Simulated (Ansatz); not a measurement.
# Cost against result

The pair of H$_{3}$O⁺ (SMILES [OH3+], atoms 1–4) and SiH$_{3}$Cl (SMILES [SiH3]Cl, atoms 5–9), both closed shells, in one local arrangement (a lower one may exist), relaxed at PBE0-D4/def2-TZVP:

O1  (-0.251, 0.700, -2.011)
H2  (0.461, 1.137, -2.507)
H3  (0.112, 0.034, -1.253)
H4  (-0.885, 0.278, -2.616)
Si5  (0.046, -0.357, 1.871)
Cl6  (0.718, -1.078, -0.038)
H7  (-1.383, -0.056, 1.665)
H8  (0.869, 0.839, 2.129)
H9  (0.313, -1.498, 2.761)
(Å)

Interaction energies are counterpoise-corrected; the time is that of the whole pair.

Ansatz 0.2.0; basis: as named in each row; cores frozen in the correlated methods. B3LYP uses VWN-RPA correlation. Extrapolation: Hartree–Fock as exp(−7.88 √X), correlation as X^−2.97.

Times are rough, for one single point on 4 threads of a shared host (Arm Neoverse V1).

The estimate by CCSD(T) at an estimated basis limit (MP2 extrapolated from triple and quadruple zeta, plus CCSD(T) − MP2 in triple zeta) is -110.5 kJ/mol.

```csv
method,basis,time (s),interaction energy (kJ/mol),method less estimate
HF,STO-3G,under 1,-130.7,-20.2
PBE-D4,STO-3G,under 1,-168.1,-57.6
SPW92,def2-SVP,under 1,-138.1,-27.6
B3LYP-D4,6-31G,under 1,-111.9,-1.4
PBE-D4,def2-SVP,under 1,-122.4,-11.8
PBE0-D4,def2-SVP,under 1,-118.6,-8.0
CCSD(T),def2-SVP,1,-97.8,12.7
PBE-D4,def2-TZVPPD,2,-123.0,-12.5
revPBE-D4,def2-TZVPPD,2,-117.5,-7.0
BLYP-D4,def2-TZVPPD,2,-117.3,-6.8
PBE0-D4,def2-TZVPPD,2,-119.9,-9.4
HSE06-D4,def2-TZVPPD,2,-120.0,-9.5
B3LYP-D4,def2-TZVPPD,3,-116.7,-6.1
wB97M-V,def2-SVP,3,-112.5,-2.0
r2SCAN-D4,def2-TZVPPD,4,-119.3,-8.8
B2PLYP,def2-TZVPPD,4,-111.0,-0.4
wB97X-V,def2-TZVPPD,6,-113.3,-2.7
B97M-V,def2-TZVPPD,7,-110.4,0.2
wB97M-V,def2-TZVPPD,7,-111.5,-1.0
MP2,def2-QZVPPD,13,-111.4,-0.9
CCSD(T),def2-TZVPPD,64,-106.2,4.3
```

No T1 diagnostic of these runs exceeds 0.009.
